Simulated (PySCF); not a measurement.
## What binds to fluoride, and how strongly

Gas-phase complexes of fluoride (charge -1), each in one structure from a short search with a few starts, optimised by PBE0-D3(BJ)/def2-SVPD or PBE0-D3(BJ)/def2-TZVPD; other ways of binding may lie lower. Energies in kcal/mol, wB97M-D3(BJ)/def2-TZVPD, counterpoise-corrected (PySCF): interaction is complex less parts frozen as they stand in it, binding adds what it costs to deform them. Contacts are written partner···fluoride; electrostatic, Pauli and orbital are terms of the uncorrected same energy, whose rest is dispersion or correlation.

1 other partner is left out, for which the search missed the form known or expected to bind best.

Frequency runs check only 5 of the 7 structures; these show no clear imaginary mode.

**Question.** Order these partners of fluoride by binding energy, strongest first: methane, arsenic trifluoride, methanol, aluminium trifluoride, aluminium trichloride, BeF2, chlorine.

**Answer.** aluminium trichloride (-116.8), aluminium trifluoride (-111.7), BeF2 (-85.8), arsenic trifluoride (-56.6), chlorine (-37.6), methanol (-28.8), methane (-6.3).
```
              partner  contact  distance (Å)  binding  interaction  electrostatic  Pauli  orbital
aluminium trichloride   Al···F          1.70   -116.8       -140.2         -167.9  107.0    -78.7
aluminium trifluoride   Al···F          1.69   -111.7       -135.4         -168.4   93.5    -60.3
                 BeF2   Be···F          1.47    -85.8       -111.1         -128.5   72.6    -55.5
  arsenic trifluoride   As···F          1.90    -56.6        -70.7         -152.2  178.2    -96.2
             chlorine   Cl···F          1.86    -37.6        -51.3          -92.4  151.2   -109.9
             methanol    H···F          1.29    -28.8        -37.7          -54.8   63.0    -45.4
              methane    H···F          1.81     -6.3         -6.7          -11.5   17.1    -12.0
```
